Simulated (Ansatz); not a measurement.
A made-up structure of CH5AlN (charge +1), singlet:

N1  (-0.281, 0.470, 0.400)
C2  (-0.514, 1.014, -0.734)
Al3  (0.706, -1.342, 0.522)
H4  (-0.209, 0.552, -1.639)
H5  (-1.016, 1.941, -0.842)
H6  (-0.624, 1.015, 1.191)
H7  (1.025, -1.770, -0.955)
H8  (0.930, -1.900, 1.961)
(Å)

It is relaxed with PBE-D4/def2-SVP and then PBE0-D4/def2-TZVP (Ansatz 0.2.0). Atoms count as bonded within 1.22 times the sum of their covalent radii (H–H: 0.88 Å). The end point is not checked to be a true minimum.

Question: Does its bonding change? (A judgement: the text doesn't fix the answer.)

Answer: Computed: No: no bond forms or breaks.

Where it ends: The first stage lowers the energy by 0.16 eV in 7 steps. It ends as CH₅AlN ([CH2][NH][AlH2]), total charge +1:
N1  (-0.241, 0.401, 0.361)
C2  (-0.504, 0.996, -0.734)
Al3  (0.687, -1.304, 0.494)
H4  (-0.201, 0.541, -1.676)
H5  (-1.026, 1.951, -0.755)
H6  (-0.555, 0.888, 1.199)
H7  (1.014, -1.750, -0.966)
H8  (0.843, -1.744, 1.981)
(Å)

Labels in which every atom is bracketed show which atoms are joined, not bond orders.

For scale, one of the runs: PBE0-D4/def2-TZVP relaxation, 129 basis functions, launched by `ansatz run in.yaml --threads 2 --pin off --events-out ev --progress --plain --max-ram 4352MiB`. The run took about 14 s on 2 CPU threads of an Arm Neoverse V2 (shared host).
